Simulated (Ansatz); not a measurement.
# The fluorine atom (doublet): wave-function methods side by side, def2-SVP

How much of the correlation energy of the fluorine atom (doublet) does each wave-function method recover here?

Method: def2-SVP, core rule «outside noble gas», up to 1 orbitals frozen; program: Ansatz 0.2.0, Gaussian basis.

To be run: UHF; CCSD(T) on ROHF; CCSD(T) on UHF; BCCD(T) on ROHF; CISD; CCSDT(Q) on ROHF; CCSDT(Q) on UHF; CISDTQ; CCSDTQ on ROHF; CCSDTQ on UHF; CASSCF and MRCISD+Q, 7 electrons in 4 orbitals; CASSCF and MRCISD+Q(relaxed), 7 electrons in 4 orbitals; CASSCF and NEVPT4(SD), 7 electrons in 4 orbitals; CASSCF and NEVPT2, 7 electrons in 4 orbitals.

## 1. The atom

A free atom, in its lowest state of this spin that the program finds.

1 atom, charge 0, spin multiplicity 2.

## 2. UHF

in.yaml

```yaml
crystal:
  periodic: [false, false, false]
  atoms:
    - {symbol: F, position_ang: [0.000000, 0.000000, 0.000000]}
basis:
  gaussian: {orbitals: def2-SVP}
magnetization: {spin_polarized: true, initial_magnetization: 1}
hamiltonian: {xc: hf}
output: {orbitals: {seedname: orbitals}}
```

Started as:

```console
ansatz run in.yaml --threads 1 --pin off --events-out ev --progress --plain --max-ram 2393MiB
```

Further steps of the session: CCSD(T) on ROHF; CCSD(T) on UHF; BCCD(T) on ROHF; CISD; CCSDT(Q) on ROHF; CCSDT(Q) on UHF; CISDTQ; CCSDTQ on ROHF; CCSDTQ on UHF; CASSCF and MRCISD+Q, 7 electrons in 4 orbitals; CASSCF and MRCISD+Q(relaxed), 7 electrons in 4 orbitals; CASSCF and NEVPT4(SD), 7 electrons in 4 orbitals; CASSCF and NEVPT2, 7 electrons in 4 orbitals.

**Question.** What will the summary of the whole plan be? Wanted: UCCSDTQ below the RHF energy; RMP2 from UCCSDTQ; UMP2 from UCCSDTQ; RCCSD from UCCSDTQ; RCCSD(T) from UCCSDTQ; UCCSD(T) from UCCSDTQ; RCCSDT(Q) from UCCSDTQ; UCCSDT(Q) from UCCSDTQ; NEVPT2 valence from UCCSDTQ.

**Answer**, as computed:

```
                         quantity                                                                                                                                          value
     UCCSDTQ below the RHF energy                                                                                                                                     -4.2026 eV
                RMP2 from UCCSDTQ                                                                                                                                 +7.77 kcal/mol
                UMP2 from UCCSDTQ                                                                                                                                 +7.83 kcal/mol
               RCCSD from UCCSDTQ                                                                                                                                 +0.73 kcal/mol
            RCCSD(T) from UCCSDTQ                                                                                                                                 +0.14 kcal/mol
            UCCSD(T) from UCCSDTQ                                                                                                                                 +0.13 kcal/mol
           RCCSDT(Q) from UCCSDTQ                                                                                                                                 +0.02 kcal/mol
           UCCSDT(Q) from UCCSDTQ                                                                                                                                  0.00 kcal/mol
      NEVPT2 valence from UCCSDTQ                                                                                                                                +18.11 kcal/mol
  NEVPT4(SD) valence from UCCSDTQ                                                                                                                                 +1.07 kcal/mol
    MRCISD+Q valence from UCCSDTQ                                                                                                                                 -0.11 kcal/mol
levels within 1 kcal/mol (43 meV)  RCCSD, UCCSD, RCCSD(T), UCCSD(T), BCCD(T), RCCSDT, UCCSDT, CISDTQ, RCCSDT(Q), UCCSDT(Q), RCCSDTQ, MRCISD+Q valence, MRCISD+Q(relaxed) valence
                    T1 diagnostic                                                                                                                                          0.008
   effectively unpaired electrons                                                                                                                                           1.00
```

What this shows: RCCSD(T) misses by +0.14 kcal/mol, 0.1 % of the correlation energy. One determinant dominates. Of the multireference levels listed MRCISD+Q valence comes nearest in total energy (-0.11 kcal/mol), which doesn't show that its space is the better one. These misses are within one basis, not against nature; the frozen cores of restricted and unrestricted runs differ, which can shift their rows.
